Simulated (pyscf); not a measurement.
Structures and frequencies: ωB97X-D3(BJ)/def2-SVP in PySCF.

**Question.** Estimate the classical barrier height and the reaction energy of HO–Bi(OH)–SH + water (H₂O) → HO–Bi(OH)–OH + H₂S at ωB97X-D3(BJ)/def2-TZVP. The step runs on the singlet surface, breaks Bi–S, H–O and forms Bi–O, H–S; take the separated reactants as zero.

**Answer.** ΔE‡ = 12.6 kcal/mol, ΔE = +10.4 kcal/mol. ωB97M-D3(BJ)/def2-TZVP gives 12.9 kcal/mol and +6.7 kcal/mol. Zero-point energy shifts the barrier by -0.8 kcal/mol. It is a four-centre exchange, with an imaginary mode of 1019i cm⁻¹. On the reactant side the descent ends in a bound adduct, 11.4 kcal/mol under the separated species and 24.0 kcal/mol under the saddle at ωB97X-D3(BJ)/def2-TZVP. On the product side the descent ends in a bound adduct, 8.2 kcal/mol under the separated species and 10.4 kcal/mol under the saddle at ωB97X-D3(BJ)/def2-TZVP. This is the saddle that the search found; another between the same sides may lie lower. Elements past Kr carry the def2 core potentials, without spin-orbit coupling.
